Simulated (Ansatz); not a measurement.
Input file:

```yaml
crystal:
  periodic: [false, false, false]
  atoms:
    - {symbol: B, position_ang: [0.000000, 0.000000, 0.000000]}
    - {symbol: H, position_ang: [0.000000, 0.000000, -1.179181]}
    - {symbol: H, position_ang: [0.000000, 0.000000, 1.179181]}
basis:
  gaussian: {orbitals: "6-31++G**"}
total_charge: 1
magnetization: {spin_polarized: false}
correlation: {method: ccsd, electrons: outside_noble_gas}
accuracy: high
scf: {omitted_lower_state_checks: [cluster_reference]}
```

```sh
$ ansatz run in.yaml --threads 1 --pin off --events-out ev --progress --plain --max-ram 2393MiB
```

Output:

```
these checks for a lower state are left out or cut short: cluster_reference
536 factors; integrals over basis functions are off by at most 3.3e-9 eV
mean field evaluation 1: about -692.8684 eV, gradient 7.9e0 eV
mean field evaluation 2: about -692.8666 eV, gradient 7.9e0 eV
mean field evaluation 4: about -693.1684 eV, gradient 1.3e-1 eV
mean field evaluation 8: about -693.1685 eV, gradient 7.5e-5 eV
mean field -693.16848107 eV, -25.4734718330 hartree, gradient 3.6e-8 eV, S^2 0.000000; 0 other end points of the search recorded, 0 dependent functions left out
1 core orbitals not correlated: weight in the atoms' cores, before any rotation towards them, 1.000 or more for the frozen orbitals, at most 0.000 for the correlated occupied ones
reference -693.16848107 eV, -25.4734718330 hartree; 2, 2 occupied and 28, 28 virtual orbitals, 536 factors
second order -1.57851560 eV of doubles, -0.00000000 eV of singles
cycle   1  -1.89455738 eV  change   -3.2e-1 eV  update   3.7e-2
cycle   2  -2.01598667 eV  change   -1.2e-1 eV  update   1.3e-2
cycle   3  -2.01719450 eV  change   -1.2e-3 eV  update   2.6e-3
cycle   4  -2.01759631 eV  change   -4.0e-4 eV  update   7.6e-4
cycle   5  -2.01757549 eV  change    2.1e-5 eV  update   1.8e-4
cycle   6  -2.01758396 eV  change   -8.5e-6 eV  update   2.9e-5
cycle   7  -2.01759669 eV  change   -1.3e-5 eV  update   6.3e-6
cycle   8  -2.01759418 eV  change    2.5e-6 eV  update   1.4e-6
cycle   9  -2.01759406 eV  change    1.2e-7 eV  update   3.4e-7
cycle  10  -2.01759419 eV  change   -1.3e-7 eV  update   7.8e-8
cycle  11  -2.01759422 eV  change   -2.6e-8 eV  update   2.5e-8
cycle  12  -2.01759420 eV  change    1.9e-8 eV  update   9.4e-9
cycle  13  -2.01759414 eV  change    6.1e-8 eV  update   3.4e-8
cycle  14  -2.01759412 eV  change    1.7e-8 eV  update   1.2e-8
cycle  15  -2.01759411 eV  change    4.8e-9 eV  update   3.5e-9
cycle  16  -2.01759411 eV  change    1.2e-9 eV  update   1.1e-9
cycle  17  -2.01759411 eV  change   3.6e-10 eV  update  3.2e-10
Total energy: -695.18607519 eV, -25.5476170491 hartree
Checks for a lower state left out: cluster_reference
```

Ran on 1 thread of Arm Neoverse V2, shared host: 0.24 s wall, 0.08 GiB peak host memory.
